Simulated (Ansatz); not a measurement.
`N=C(N)CO` → `NC(N)=CO`  (isomerisation)

Program: Ansatz. Geometries: PBE0-D4/def2-TZVP. ΔE: electronic, gas phase. CCSD(T)/CBS adds triple-zeta CCSD(T) − MP2 to the extrapolated MP2 energy (def2 sets, frozen cores). Functionals use def2-TZVPP. B3LYP here is the variant with VWN-RPA as its local correlation; programs differ in this. One conformer a species, not always the lowest.

```tsv
level	ΔE (kcal/mol)	difference from CCSD(T)/CBS
PBE-D4	11.0	-0.4
r2SCAN-D4	12.2	0.8
PBE0-D4	11.1	-0.3
B3LYP-D4	11.5	0.1
ωB97X-V	12.6	1.2
ωB97M-V	11.8	0.4
B2PLYP	12.2	0.8
PBE	11.0	-0.4
r2SCAN	12.1	0.7
PBE0	11.1	-0.3
B3LYP	11.5	0.1
HF/def2-TZVPP	13.8	2.4
MP2/def2-TZVPP	12.4	1.0
SCS-MP2/def2-TZVPP	12.9	1.5
CCSD/def2-TZVPP	12.3	0.9
CCSD(T)/def2-TZVPP	12.4	1.0
HF/def2-QZVPP	13.6	2.2
MP2/def2-QZVPP	11.8	0.4
SCS-MP2/def2-QZVPP	12.3	0.9
HF/CBS(def2)	13.6	2.2
MP2/CBS(def2)	11.4	0.0
CCSD/CBS(def2)	11.4	0.0
CCSD(T)/CBS	11.4	0
```

Largest T1 diagnostic among the species: 0.013.

In def2-TZVPP, CCSD(T) changes the Hartree–Fock value by −1.4 kcal/mol (the triples alone add +0.1 kcal/mol) and MP2 by −1.3 kcal/mol.

CCSD(T)/CBS has its own doubt, a few kJ/mol and more with outer-core shells, so smaller differences from it don't rank the levels.
